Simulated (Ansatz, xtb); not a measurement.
## Relative energy of two isomers of CH6NOS+

Structure a is `[NH3+]CSO`, a singlet and structure b is `[NH3+]SCO`, a singlet. Both are isolated ions in the gas phase, relaxed with B3LYP/6-31G*; the shapes shown needn't be the lowest conformers.

a (Å):

```yaml
atoms:
  - { symbol: C, position_ang: [-2.1484, 0.3406, 0.0769] }
  - { symbol: N, position_ang: [-1.5595, 0.5993, -1.3057] }
  - { symbol: O, position_ang: [-0.3626, 2.0858, 0.7396] }
  - { symbol: S, position_ang: [-2.0203, 1.8792, 1.0166] }
  - { symbol: H, position_ang: [-1.4416, -0.2585, -1.8615] }
  - { symbol: H, position_ang: [-2.1363, 1.2635, -1.8390] }
  - { symbol: H, position_ang: [-3.1969, 0.0535, -0.0285] }
  - { symbol: H, position_ang: [-1.5694, -0.4776, 0.5108] }
  - { symbol: H, position_ang: [0.1261, 1.8449, 1.5504] }
  - { symbol: H, position_ang: [-0.6334, 1.0385, -1.1625] }
```

b (Å):

```xyz
10

C    -2.5380   -1.3932    1.9214
N    -0.1311   -1.3158    0.7710
O    -1.9615   -0.2285    2.4240
S    -1.8018   -1.8032    0.2309
H     0.4268   -2.1042    1.1234
H     0.3754   -0.8725   -0.0044
H    -3.6167   -1.3362    1.7480
H    -2.3065   -2.2090    2.6073
H    -2.4453    0.5583    2.1149
H    -0.2847   -0.6157    1.5303
```

Quicker runs give these differences E(b) − E(a): GFN2-xTB +5.4 kcal/mol; HF/STO-3G −12.4 kcal/mol (at GFN2-xTB geometries); r2SCAN-D4/def2-SVP −1.1 kcal/mol (at GFN2-xTB geometries).

Question: Which of the two would you expect CCSD(T)/def2-SVP + ΔMP2/def2-TZVPP electronic energies to favour?

Answer: Not settled: CCSD(T)/def2-SVP + ΔMP2/def2-TZVPP gives E(b) − E(a) = +2.9 kcal/mol, but this leans on the basis-set step: CCSD(T) alone gives +0.3 kcal/mol.

How the difference moves with the method:

```json
{"level": "GFN2-xTB", "geometry": "GFN2-xTB", "E(b) − E(a) (kcal/mol)": "+5.4", "departure from the last row (kcal/mol)": "+2.5", "job, with rough time for the two": "optimisation, 0.31 s"}
{"level": "HF/STO-3G", "geometry": "GFN2-xTB", "E(b) − E(a) (kcal/mol)": "−12.4", "departure from the last row (kcal/mol)": "−15.4", "job, with rough time for the two": "single point, 0.32 s"}
{"level": "r2SCAN-D4/def2-SVP", "geometry": "GFN2-xTB", "E(b) − E(a) (kcal/mol)": "−1.1", "departure from the last row (kcal/mol)": "−4.0", "job, with rough time for the two": "single point, 2.9 s"}
{"level": "B3LYP/6-31G*", "geometry": "B3LYP/6-31G*", "E(b) − E(a) (kcal/mol)": "+0.6", "departure from the last row (kcal/mol)": "−2.4", "job, with rough time for the two": "optimisation, 35 s"}
{"level": "HF/def2-SVP", "geometry": "B3LYP/6-31G*", "E(b) − E(a) (kcal/mol)": "0.0", "departure from the last row (kcal/mol)": "−2.9", "job, with rough time for the two": "part of the CCSD(T) run"}
{"level": "MP2/def2-SVP", "geometry": "B3LYP/6-31G*", "E(b) − E(a) (kcal/mol)": "+0.7", "departure from the last row (kcal/mol)": "−2.2", "job, with rough time for the two": "part of the CCSD(T) run"}
{"level": "CCSD(T)/def2-SVP", "geometry": "B3LYP/6-31G*", "E(b) − E(a) (kcal/mol)": "+0.3", "departure from the last row (kcal/mol)": "−2.7", "job, with rough time for the two": "single point"}
{"level": "CCSD(T)/def2-SVP + ΔMP2/def2-TZVPP", "geometry": "B3LYP/6-31G*", "E(b) − E(a) (kcal/mol)": "+2.9", "departure from the last row (kcal/mol)": "", "job, with rough time for the two": "single point, 23 s"}
```

As drawn, b has 1 N–S, 1 C–O in place of 1 C–N, 1 O–S.

HF/STO-3G, r2SCAN-D4/def2-SVP put the two in the other order. HF/def2-SVP, CCSD(T)/def2-SVP find them nearly level. The largest departure from CCSD(T)/def2-SVP + ΔMP2/def2-TZVPP is that of HF/STO-3G, 15.4 kcal/mol. The last row adds to CCSD(T) the change of the MP2 difference between the two basis sets, here +2.7 kcal/mol.

With harmonic frequencies from B3LYP/6-31G* (ideal gas, rigid rotor, one conformer each, 298.15 K, 1 atm): on the last row, ΔE + ΔZPE = +2.9, ΔH = +2.9, ΔG = +3.0 kcal/mol.

The correlated steps freeze 8 core orbitals. Programs: Ansatz 0.2.0, xtb 6.7.1; the last row on 1 thread of Intel(R) Xeon(R) Platinum 8488C (Sapphire Rapids) on a shared host.
